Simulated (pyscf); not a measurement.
# Atom transfer: H₃Si–I + H• → HI + SiH₃•

Gas phase, doublet surface, charge 0. Bonds broken: I1–Si2. Bonds formed: I1–H6. PySCF, gas phase, ωB97X-D3(BJ)/def2-SVP geometries.

Transition state (Å):

```xyz
6

I      0.7205     1.3657    -0.7552
Si     1.0247    -0.9784     0.5819
H      1.3535    -0.6200     1.9954
H     -0.2544    -1.7412     0.5036
H      2.1162    -1.7654    -0.0611
H      0.8517     1.8559     0.9440
```

One imaginary mode, 1812i cm⁻¹; descent along it reached the two sides named.

```
bond    change  reactant side (Å)  saddle  product side
------  ------  -----------------  ------  ------------
I1–Si2  breaks              2.430     2.7           3.7
I1–H6    forms                3.9   1.773         1.612
```

Electronic energies relative to the separated reactants (kcal/mol):

| level | barrier | reaction energy | reverse barrier |
|---|---|---|---|
| ωB97X-D3(BJ)/def2-TZVP | 23.6 | +8.5 | 15.1 |
| PBE/def2-TZVP | 13.7 | +0.9 | 12.8 |
| r²SCAN/def2-TZVP | 15.8 | +0.3 | 15.6 |
| B3LYP-D3(BJ)/def2-TZVP | 15.6 | -0.2 | 15.8 |
| PBE0-D3(BJ)/def2-TZVP | 18.1 | +3.1 | 14.9 |
| M06-2X/def2-TZVP | 23.0 | +3.1 | 19.8 |
| ωB97M-D3(BJ)/def2-TZVP | 21.6 | +2.4 | 19.2 |
| HF/def2-TZVP | 38.5 | +3.9 | 34.6 |

With ωB97M-D3(BJ)/def2-TZVP energies and thermal terms (ideal gas, 1 atm, RRHO with modes under 100 cm⁻¹ raised to 100, one conformer, R ln 2 for chiral ones without a mode under 150 cm⁻¹), in kcal/mol:

```tsv
T (K)	ΔH‡	ΔG‡	ΔH	ΔG
298	21.0	26.3	+3.3	+0.6
600	20.8	31.7	+2.6	-2.0
900	20.5	37.3	+1.8	-4.1
1200	20.2	42.9	+1.0	-6.0
```

This saddle turned up in a search for another step; its sides and bond changes are read from the two ends of the descent. The same reactants have a lower exit, to •H₂Si–I + H₂ (barrier +4.4 kcal/mol at ωB97M-D3(BJ)/def2-TZVP, against +21.6 kcal/mol here). One saddle was located; it need not be the lowest between these sides. The angle at the transferred I is 76°: a side-on saddle, likely not the lowest. Elements past Kr carry the def2 core potentials, without spin-orbit coupling.
